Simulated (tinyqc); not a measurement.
Worked calculation (part 1 of 2): RHF in the sto-3g basis, for H2F+, spin multiplicity 1. Computed by tinyqc, a small Python program that keeps every step (integrals from PySCF). Settings: charge = 1, multiplicity = 1, basis = sto-3g, energy threshold = 1e-10, iteration cap = 83, orthogonalisation = symmetric, start = atomic densities, DIIS depth = 8, DIIS from iteration = 3, shift = 0.5, method = RHF. Command: `OMP_NUM_THREADS=1 python tinyqc.py 24674 24675 out.jsonl` (the two numbers bound the seeds that draw the settings). One thread of a shared host (Intel(R) Xeon(R) Processor @ 2.60GHz), about 0.09 s of CPU time with the checks. Later iterations appear only in the table of the cycle.

## One-electron integrals

Geometry (angstrom):
```
atom         x          y         z
F     0.000000   0.000000  0.000000
H     0.000000   0.884000  0.493000
H     0.000000  -0.884000  0.493000
```

Basis sto-3g: exponents (1/bohr^2) and contraction coefficients of normalised primitives:
```
element  l (shell)    exponent  coefficient
F            s (1)  166.679130     0.154329
F            s (1)   30.360812     0.535328
F            s (1)    8.216821     0.444635
F            s (2)    6.464803    -0.099967
F            s (2)    1.502281     0.399513
F            s (2)    0.488588     0.700115
F            p (3)    6.464803     0.155916
F            p (3)    1.502281     0.607684
F            p (3)    0.488588     0.391957
H            s (1)    3.425251     0.154329
H            s (1)    0.623914     0.535328
H            s (1)    0.168855     0.444635
```

Overlap, kinetic and nuclear-attraction integrals over the contracted functions; the nuclear repulsion is the sum of Za Zb / Rab.

nuclear repulsion = 9.70989284 hartree

overlap S, lower triangle:
```
           1F 1s     1F 2s    1F 2px     1F 2py    1F 2pz     2H 1s     3H 1s
1F 1s   1.000000
1F 2s   0.237990  1.000000
1F 2px  0.000000  0.000000  1.000000
1F 2py  0.000000  0.000000  0.000000   1.000000
1F 2pz  0.000000  0.000000  0.000000   0.000000  1.000000
2H 1s   0.039406  0.387602  0.000000   0.275273  0.153518  1.000000
3H 1s   0.039406  0.387602  0.000000  -0.275273  0.153518  0.172424  1.000000
```

kinetic energy T (hartree), lower triangle:
```
            1F 1s     1F 2s    1F 2px     1F 2py    1F 2pz      2H 1s     3H 1s
1F 1s   36.984577
1F 2s   -0.212858  1.037995
1F 2px   0.000000  0.000000  3.248015
1F 2py   0.000000  0.000000  0.000000   3.248015
1F 2pz   0.000000  0.000000  0.000000   0.000000  3.248015
2H 1s   -0.005206  0.083324  0.000000   0.179057  0.099859   0.760032
3H 1s   -0.005206  0.083324  0.000000  -0.179057  0.099859  -0.005184  0.760032
```

nuclear attraction V (hartree), lower triangle:
```
             1F 1s       1F 2s      1F 2px      1F 2py      1F 2pz      2H 1s      3H 1s
1F 1s   -78.055200
1F 2s    -9.425656  -12.582911
1F 2px    0.000000    0.000000  -12.428633
1F 2py    0.000000    0.000000    0.000000  -12.568433
1F 2pz   -0.012039   -0.146968    0.000000    0.000000  -12.472114
2H 1s    -1.603243   -3.693622    0.000000   -2.277802   -1.308476  -6.093009
3H 1s    -1.603243   -3.693622    0.000000    2.277802   -1.308476  -1.213240  -6.093009
```

core Hamiltonian H = T + V (hartree), lower triangle:
```
             1F 1s       1F 2s     1F 2px     1F 2py     1F 2pz      2H 1s      3H 1s
1F 1s   -41.070623
1F 2s    -9.638513  -11.544916
1F 2px    0.000000    0.000000  -9.180618
1F 2py    0.000000    0.000000   0.000000  -9.320419
1F 2pz   -0.012039   -0.146968   0.000000   0.000000  -9.224099
2H 1s    -1.608449   -3.610298   0.000000  -2.098745  -1.208618  -5.332977
3H 1s    -1.608449   -3.610298   0.000000   2.098745  -1.208618  -1.218424  -5.332977
```

## Two-electron integrals

Functions are numbered as in S; the eight-fold symmetry (ij|kl) = (ji|kl) = (kl|ij) leaves the list below.

Two-electron integrals (ij|kl) in chemists' order, unique and non-zero (hartree):
```
(11|11) 5.403501    (21|11) 0.841920    (21|21) 0.156299    (22|11) 1.268028
(22|21) 0.292344    (22|22) 0.926167    (31|31) 0.027998    (32|31) 0.043169
(32|32) 0.204588    (33|11) 1.264502    (33|21) 0.292403    (33|22) 0.925959
(33|33) 0.997514    (41|41) 0.027998    (42|41) 0.043169    (42|42) 0.204588
(43|43) 0.053770    (44|11) 1.264502    (44|21) 0.292403    (44|22) 0.925959
(44|33) 0.889973    (44|44) 0.997514    (51|51) 0.027998    (52|51) 0.043169
(52|52) 0.204588    (53|53) 0.053770    (54|54) 0.053770    (55|11) 1.264502
(55|21) 0.292403    (55|22) 0.925959    (55|33) 0.889973    (55|44) 0.889973
(55|55) 0.997514    (61|11) 0.141460    (61|21) 0.026038    (61|22) 0.048387
(61|33) 0.048313    (61|41) 0.000935    (61|42) 0.001751    (61|44) 0.048488
(61|51) 0.000521    (61|52) 0.000977    (61|54) 0.000098    (61|55) 0.048368
(61|61) 0.004383    (62|11) 0.355512    (62|21) 0.083052    (62|22) 0.293233
(62|33) 0.288961    (62|41) 0.004944    (62|42) 0.038454    (62|44) 0.298518
(62|51) 0.002757    (62|52) 0.021445    (62|54) 0.005330    (62|55) 0.291934
(62|61) 0.014036    (62|62) 0.113937    (63|31) 0.008727    (63|32) 0.051586
(63|43) 0.008112    (63|53) 0.004524    (63|63) 0.016953    (64|11) 0.210273
(64|21) 0.049756    (64|22) 0.188058    (64|33) 0.179995    (64|41) 0.011318
(64|42) 0.074995    (64|44) 0.202130    (64|51) 0.001445    (64|52) 0.013055
(64|54) 0.007821    (64|55) 0.181834    (64|61) 0.008765    (64|62) 0.089591
(64|64) 0.086866    (65|11) 0.117268    (65|21) 0.027749    (65|22) 0.104878
(65|33) 0.100382    (65|41) 0.001445    (65|42) 0.013055    (65|44) 0.103678
(65|51) 0.009533    (65|52) 0.058867    (65|54) 0.009951    (65|55) 0.110455
(65|61) 0.004888    (65|62) 0.049964    (65|64) 0.038990    (65|65) 0.038697
(66|11) 0.507046    (66|21) 0.120400    (66|22) 0.490102    (66|33) 0.473259
(66|41) 0.009076    (66|42) 0.099224    (66|44) 0.511369    (66|51) 0.005062
(66|52) 0.055336    (66|54) 0.021253    (66|55) 0.485112    (66|61) 0.020481
(66|62) 0.243201    (66|64) 0.222189    (66|65) 0.123913    (66|66) 0.774606
(71|11) 0.141460    (71|21) 0.026038    (71|22) 0.048387    (71|33) 0.048313
(71|41) -0.000935   (71|42) -0.001751   (71|44) 0.048488    (71|51) 0.000521
(71|52) 0.000977    (71|54) -0.000098   (71|55) 0.048368    (71|61) 0.004317
(71|62) 0.013602    (71|64) 0.007801    (71|65) 0.004742    (71|66) 0.019658
(71|71) 0.004383    (72|11) 0.355512    (72|21) 0.083052    (72|22) 0.293233
(72|33) 0.288961    (72|41) -0.004944   (72|42) -0.038454   (72|44) 0.298518
(72|51) 0.002757    (72|52) 0.021445    (72|54) -0.005330   (72|55) 0.291934
(72|61) 0.013602    (72|62) 0.091592    (72|64) 0.049698    (72|65) 0.038882
(72|66) 0.158079    (72|71) 0.014036    (72|72) 0.113937    (73|31) 0.008727
(73|32) 0.051586    (73|43) -0.008112   (73|53) 0.004524    (73|63) 0.013125
(73|73) 0.016953    (74|11) -0.210273   (74|21) -0.049756   (74|22) -0.188058
(74|33) -0.179995   (74|41) 0.011318    (74|42) 0.074995    (74|44) -0.202130
(74|51) -0.001445   (74|52) -0.013055   (74|54) 0.007821    (74|55) -0.181834
(74|61) -0.007801   (74|62) -0.049698   (74|64) -0.014261   (74|65) -0.020674
(74|66) -0.077625   (74|71) -0.008765   (74|72) -0.089591   (74|74) 0.086866
(75|11) 0.117268    (75|21) 0.027749    (75|22) 0.104878    (75|33) 0.100382
(75|41) -0.001445   (75|42) -0.013055   (75|44) 0.103678    (75|51) 0.009533
(75|52) 0.058867    (75|54) -0.009951   (75|55) 0.110455    (75|61) 0.004742
(75|62) 0.038882    (75|64) 0.020674    (75|65) 0.029428    (75|66) 0.073939
(75|71) 0.004888    (75|72) 0.049964    (75|74) -0.038990   (75|75) 0.038697
(76|11) 0.111721    (76|21) 0.026339    (76|22) 0.101064    (76|33) 0.099358
(76|44) 0.101558    (76|51) 0.001413    (76|52) 0.013183    (76|55) 0.102169
(76|61) 0.004396    (76|62) 0.038474    (76|64) 0.026474    (76|65) 0.019269
(76|66) 0.085865    (76|71) 0.004396    (76|72) 0.038474    (76|74) -0.026474
(76|75) 0.019269    (76|76) 0.015968    (77|11) 0.507046    (77|21) 0.120400
(77|22) 0.490102    (77|33) 0.473259    (77|41) -0.009076   (77|42) -0.099224
(77|44) 0.511369    (77|51) 0.005062    (77|52) 0.055336    (77|54) -0.021253
(77|55) 0.485112    (77|61) 0.019658    (77|62) 0.158079    (77|64) 0.077625
(77|65) 0.073939    (77|66) 0.296959    (77|71) 0.020481    (77|72) 0.243201
(77|74) -0.222189   (77|75) 0.123913    (77|76) 0.085865    (77|77) 0.774606
```

## Orthogonalisation

S = U s U^T; symmetric (Loewdin) form X = U s^(-1/2) U^T, so that X^T S X = 1.

eigenvalues of S: 0.456149  0.515062  0.910144  1.000000  1.074689  1.312515  1.731441

X, lower triangle:
```
            1F 1s      1F 2s    1F 2px     1F 2py     1F 2pz      2H 1s     3H 1s
1F 1s    1.023818
1F 2s   -0.137121   1.155729
1F 2px   0.000000   0.000000  1.000000
1F 2py   0.000000   0.000000  0.000000   1.076852
1F 2pz  -0.005287   0.051708  0.000000   0.000000   1.020020
2H 1s    0.018287  -0.218458  0.000000  -0.179677  -0.084902   1.121628
3H 1s    0.018287  -0.218458  0.000000   0.179677  -0.084902  -0.067769  1.121628
```

## Starting guess

The start is atomic minimal-basis densities projected into this basis (PySCF's MINAO start) and scaled to the electron count of each spin; this density is not idempotent, so its energy is not variational and may lie below the converged one.

D at the start, lower triangle:
```
            1F 1s      1F 2s    1F 2px     1F 2py    1F 2pz     2H 1s     3H 1s
1F 1s    1.954901
1F 2s   -0.452836   1.916118
1F 2px   0.000000   0.000000  1.484602
1F 2py   0.000000   0.000000  0.000000   1.307287
1F 2pz   0.012162  -0.068154  0.000000   0.000000  1.438284
2H 1s   -0.012485   0.034505  0.000000   0.152562  0.064043  0.920275
3H 1s   -0.012485   0.034505  0.000000  -0.152562  0.064043  0.043380  0.920275
```

## Iteration 1: building the Fock matrix

J_ij = sum D_kl (ij|kl), K_ij = sum D_kl (ik|jl); F = H + J - 0.5 K; E = tr D H + tr D J / 2 - 0.25 tr D K + E_nn.

Coulomb J (hartree), lower triangle:
```
            1F 1s     1F 2s    1F 2px     1F 2py    1F 2pz     2H 1s     3H 1s
1F 1s   18.722862
1F 2s    3.572917  8.996223
1F 2px   0.000000  0.000000  8.958500
1F 2py   0.000000  0.000000  0.000000   9.025428
1F 2pz   0.007914  0.102114  0.000000   0.000000  8.979689
2H 1s    0.595534  2.857909  0.000000   1.843494  1.057285  5.019788
3H 1s    0.595534  2.857909  0.000000  -1.843494  1.057285  0.999265  5.019788
```

exchange K (hartree), lower triangle:
```
            1F 1s     1F 2s    1F 2px     1F 2py    1F 2pz     2H 1s     3H 1s
1F 1s   10.224403
1F 2s    1.772738  2.963806
1F 2px   0.000000  0.000000  2.081325
1F 2py   0.000000  0.000000  0.000000   2.162633
1F 2pz   0.009185  0.080863  0.000000   0.000000  2.108272
2H 1s    0.328400  1.128641  0.000000   0.624892  0.382072  1.233736
3H 1s    0.328400  1.128641  0.000000  -0.624892  0.382072  0.390513  1.233736
```

Fock matrix F (hartree), lower triangle:
```
             1F 1s      1F 2s     1F 2px     1F 2py     1F 2pz      2H 1s      3H 1s
1F 1s   -27.459963
1F 2s    -6.951965  -4.030596
1F 2px    0.000000   0.000000  -1.262781
1F 2py    0.000000   0.000000   0.000000  -1.376307
1F 2pz   -0.008717  -0.085285   0.000000   0.000000  -1.298546
2H 1s    -1.177115  -1.316710   0.000000  -0.567697  -0.342368  -0.930056
3H 1s    -1.177115  -1.316710   0.000000   0.567697  -0.342368  -0.414416  -0.930056
```

total energy of this density = -94.09779749 hartree

This density is the starting one; it is not idempotent, so its energy is not variational and may lie below the converged one.

## Iteration 1: diagonalisation and new density

A level shift of 0.5 hartree raises the virtual space: F + shift (S - S D(s) S), with D(s) the density of one spin (D/2). Diagonalise F' = X^T F X, C = X C', fill 5 alpha and 5 beta electrons from the bottom; D = 2 C_occ C_occ^T. Each column has its largest component positive (the first on a tie).

F' = X^T F X (hartree), lower triangle:
```
            1          2          3          4          5          6          7
1  -26.944609
2   -3.459581  -2.575751
3    0.000000   0.000000  -1.133931
4    0.000000   0.000000   0.000000  -1.034076
5   -0.025490   0.040294   0.000000   0.000000  -1.111056
6   -0.149494  -0.667463   0.000000  -0.497852  -0.256783  -0.208571
7   -0.149494  -0.667463   0.000000   0.497852  -0.256783  -0.169454  -0.208571
```

orbital energies (hartree): MO1 -27.430526, MO2 -2.491027, MO3 -1.398687, MO4 -1.203545, MO5 -1.133931, MO6 0.115659, MO7 0.325494

coefficients C:
```
              MO1        MO2        MO3        MO4       MO5        MO6        MO7
1F 1s    0.995248  -0.248056   0.000000   0.046911  0.000000   0.115975   0.000000
1F 2s    0.020229   0.940247   0.000000  -0.228571  0.000000  -0.718271   0.000000
1F 2px   0.000000   0.000000   0.000000   0.000000  1.000000   0.000000   0.000000
1F 2py   0.000000   0.000000   0.839386   0.000000  0.000000   0.000000  -0.720839
1F 2pz   0.001346   0.077829   0.000000   0.941243  0.000000  -0.406892   0.000000
2H 1s   -0.002812   0.094416   0.227202   0.124025  0.000000   0.765684   0.829455
3H 1s   -0.002812   0.094416  -0.227202   0.124025  0.000000   0.765684  -0.829455
```

D after iteration 1, lower triangle:
```
            1F 1s      1F 2s    1F 2px     1F 2py    1F 2pz      2H 1s     3H 1s
1F 1s    2.108504
1F 2s   -0.447648   1.873438
1F 2px   0.000000   0.000000  2.000000
1F 2py   0.000000   0.000000  0.000000   1.409139
1F 2pz   0.052377  -0.283870  0.000000   0.000000  1.783996
2H 1s   -0.040802   0.120738  0.000000   0.381421  0.248165   0.151851
3H 1s   -0.040802   0.120738  0.000000  -0.381421  0.248165  -0.054633  0.151851
```

## Iteration 2: building the Fock matrix

As before.

Coulomb J (hartree), lower triangle:
```
            1F 1s      1F 2s    1F 2px     1F 2py    1F 2pz     2H 1s     3H 1s
1F 1s   20.309449
1F 2s    3.874441   9.618203
1F 2px   0.000000   0.000000  9.614783
1F 2py   0.000000   0.000000  0.000000   9.604205
1F 2pz  -0.007278  -0.007714  0.000000   0.000000  9.609077
2H 1s    0.645346   2.986553  0.000000   1.894755  1.058324  4.955022
3H 1s    0.645346   2.986553  0.000000  -1.894755  1.058324  1.019793  4.955022
```

exchange K (hartree), lower triangle:
```
            1F 1s      1F 2s    1F 2px     1F 2py    1F 2pz     2H 1s     3H 1s
1F 1s   11.070038
1F 2s    1.919804   3.098005
1F 2px   0.000000   0.000000  2.614461
1F 2py   0.000000   0.000000  0.000000   2.391230
1F 2pz   0.000644  -0.076273  0.000000   0.000000  2.526774
2H 1s    0.336724   1.038156  0.000000   0.638286  0.372910  0.804644
3H 1s    0.336724   1.038156  0.000000  -0.638286  0.372910  0.267315  0.804644
```

Fock matrix F (hartree), lower triangle:
```
             1F 1s      1F 2s     1F 2px     1F 2py     1F 2pz      2H 1s      3H 1s
1F 1s   -26.296193
1F 2s    -6.723974  -3.475715
1F 2px    0.000000   0.000000  -0.873066
1F 2py    0.000000   0.000000   0.000000  -0.911829
1F 2pz   -0.019639  -0.116545   0.000000   0.000000  -0.878409
2H 1s    -1.131465  -1.142824   0.000000  -0.523133  -0.336749  -0.780277
3H 1s    -1.131465  -1.142824   0.000000   0.523133  -0.336749  -0.332288  -0.780277
```

total energy of this density = -98.79331674 hartree

## Iteration 2: diagonalisation and new density

As before.

F' = X^T F X (hartree), lower triangle:
```
            1          2          3          4          5          6         7
1  -25.814239
2   -3.444308  -2.026809
3    0.000000   0.000000  -0.873066
4    0.000000   0.000000   0.000000  -0.575683
5   -0.040114   0.064197   0.000000   0.000000  -0.775735
6   -0.129047  -0.602055   0.000000  -0.576018  -0.318774   0.064822
7   -0.129047  -0.602055   0.000000   0.576018  -0.318774  -0.084004  0.064822
```

orbital energies (hartree): MO1 -26.306404, MO2 -1.906747, MO3 -1.104957, MO4 -0.916397, MO5 -0.873066, MO6 0.493581, MO7 0.678099

coefficients C:
```
              MO1        MO2        MO3        MO4       MO5        MO6        MO7
1F 1s    0.994522  -0.247356   0.000000   0.062832  0.000000   0.116168   0.000000
1F 2s    0.023554   0.926961   0.000000  -0.302761  0.000000  -0.707924   0.000000
1F 2px   0.000000   0.000000   0.000000   0.000000  1.000000   0.000000   0.000000
1F 2py   0.000000   0.000000   0.764553   0.000000  0.000000   0.000000  -0.799773
1F 2pz   0.002105   0.109685   0.000000   0.913525  0.000000  -0.459344   0.000000
2H 1s   -0.004243   0.103430   0.307547   0.163087  0.000000   0.757141   0.803138
3H 1s   -0.004243   0.103430  -0.307547   0.163087  0.000000   0.757141  -0.803138
```

D after iteration 2, lower triangle:
```
            1F 1s      1F 2s    1F 2px     1F 2py    1F 2pz      2H 1s     3H 1s
1F 1s    2.108414
1F 2s   -0.449774   1.902951
1F 2px   0.000000   0.000000  2.000000
1F 2py   0.000000   0.000000  0.000000   1.169081
1F 2pz   0.064721  -0.349713  0.000000   0.000000  1.693125
2H 1s   -0.039114   0.092799  0.000000   0.470272  0.320640   0.263797
3H 1s   -0.039114   0.092799  0.000000  -0.470272  0.320640  -0.114544  0.263797
```

## Iteration 13 (converged): orbitals

converged F (hartree), lower triangle:
```
             1F 1s      1F 2s     1F 2px     1F 2py     1F 2pz      2H 1s      3H 1s
1F 1s   -26.587952
1F 2s    -6.782270  -3.617768
1F 2px    0.000000   0.000000  -1.024984
1F 2py    0.000000   0.000000   0.000000  -0.974814
1F 2pz   -0.021394  -0.099874   0.000000   0.000000  -0.994197
2H 1s    -1.140719  -1.174687   0.000000  -0.551724  -0.360470  -0.827372
3H 1s    -1.140719  -1.174687   0.000000   0.551724  -0.360470  -0.330858  -0.827372
```

Diagonalise F' = X^T F X, C = X C', fill 5 alpha and 5 beta electrons from the bottom; D = 2 C_occ C_occ^T. Each column has its largest component positive (the first on a tie).

F' = X^T F X (hartree), lower triangle:
```
            1          2          3          4          5          6          7
1  -26.107530
2   -3.442609  -2.241464
3    0.000000   0.000000  -1.024984
4    0.000000   0.000000   0.000000  -0.735461
5   -0.038608   0.035330   0.000000   0.000000  -0.924665
6   -0.143705  -0.486674   0.000000  -0.447553  -0.249170  -0.366774
7   -0.143705  -0.486674   0.000000   0.447553  -0.249170  -0.073060  -0.366774
```

orbital energies (hartree): MO1 -26.597634, MO2 -2.032401, MO3 -1.184955, MO4 -1.047185, MO5 -1.024984, MO6 -0.036274, MO7 0.155781

coefficients C:
```
              MO1        MO2        MO3        MO4       MO5        MO6        MO7
1F 1s    0.994684  -0.250332   0.000000   0.060060  0.000000   0.109692   0.000000
1F 2s    0.022896   0.946656   0.000000  -0.302284  0.000000  -0.681597   0.000000
1F 2px   0.000000   0.000000   0.000000   0.000000  1.000000   0.000000   0.000000
1F 2py   0.000000   0.000000   0.730846   0.000000  0.000000   0.000000   0.830687
1F 2pz   0.002131   0.093937   0.000000   0.899759  0.000000  -0.489044   0.000000
2H 1s   -0.004162   0.086009   0.340477   0.191733  0.000000   0.752595  -0.789742
3H 1s   -0.004162   0.086009  -0.340477   0.191733  0.000000   0.752595   0.789742
```

D after iteration 13, lower triangle:
```
            1F 1s      1F 2s    1F 2px     1F 2py    1F 2pz      2H 1s     3H 1s
1F 1s    2.111339
1F 2s   -0.464719   1.976115
1F 2px   0.000000   0.000000  2.000000
1F 2py   0.000000   0.000000  0.000000   1.068273
1F 2pz   0.065287  -0.366014  0.000000   0.000000  1.636790
2H 1s   -0.028310   0.046735  0.000000   0.497672  0.361168   0.320201
3H 1s   -0.028310   0.046735  0.000000  -0.497672  0.361168  -0.143496  0.320201
```

## Convergence

Stop when the energy changes by less than 1e-10 hartree and every element of the error matrix X^T (F D S - S D F) X is below 3e-06.

Course of the cycle:
```
iteration   E (hartree)     change  largest element of the error matrix
1          -94.09779749          -                             1.13e+00
2          -98.79331674  -4.70e+00                             2.46e-01
3          -98.85113491  -5.78e-02                             7.58e-02
4          -98.85724929  -6.11e-03                             2.26e-02
5          -98.85812253  -8.73e-04                             6.55e-03
6          -98.85822618  -1.04e-04                             2.51e-03
7          -98.85823901  -1.28e-05                             1.02e-03
8          -98.85824080  -1.79e-06                             3.46e-04
9          -98.85824099  -1.92e-07                             1.16e-04
10         -98.85824102  -2.08e-08                             3.89e-05
11         -98.85824102  -2.28e-09                             1.30e-05
12         -98.85824102  -2.51e-10                             4.32e-06
13         -98.85824102  -2.76e-11                             1.44e-06
```

PySCF RHF in the same basis = -98.85824102 hartree

Converged in 13 iterations.
